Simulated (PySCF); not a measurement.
Compound: the chloronium Ion, H2Cl (charge +1).
Hydrogens: H2, H3 on Cl1.

Method: PBE0-D3(BJ)/def2-SVP geometry optimisation, gas phase in PySCF 2.14.0; density fitting, grid level 1; the optimiser is geomeTRIC in internal coordinates, started from a GFN2-xTB structure with every atom displaced at random (about 0.01 Å).

Step 0: E = -12536.8853 eV
```
atom  x, y, z in Å  |  force x, y, z in eV/Å
Cl1    -0.3868    0.0416   -0.2822   -1.374   2.245   0.060
H2     -1.3860   -0.7906   -0.3037   -0.180  -0.531  -0.014
H3      0.5659   -0.7648   -0.3041    1.554  -1.714  -0.046
```

Step 1: E = -12536.9167 eV
```
atom  x, y, z in Å  |  force x, y, z in eV/Å
Cl1    -0.4221    0.1294   -0.2799    0.751  -1.624  -0.043
H2     -1.3603   -0.8185   -0.3044    0.157   0.466   0.012
H3      0.5755   -0.8247   -0.3057   -0.908   1.158   0.031
```

**Question.** Estimate the geometry and energy of step 2. (The exact step hangs on the optimiser's Hessian estimate; all steps are aligned on step 1, rigid shifts and turns removed.)

**Answer.** E = -12536.9738 eV, largest force 0.554 eV/Å
```
atom  x, y, z in Å  |  force x, y, z in eV/Å
Cl1    -0.4120    0.0949   -0.2808    0.372  -0.410  -0.011
H2     -1.3751   -0.8057   -0.3041    0.026   0.038   0.001
H3      0.5801   -0.8030   -0.3051   -0.398   0.373   0.010
```

The energy changes by -0.0571 eV. The first-order estimate −F·Δx gives -0.0885 eV and the mean of the old and new forces, exact on a quadratic surface, -0.0564 eV. The step makes an angle of 37° with the force vector and moves no atom by more than 0.036 Å.

The cost below is that of the whole optimisation. Hardware: one thread, Arm Neoverse V1 (aarch64) (shared host). Cost: 1.1 s, 0.23 GiB resident at most.
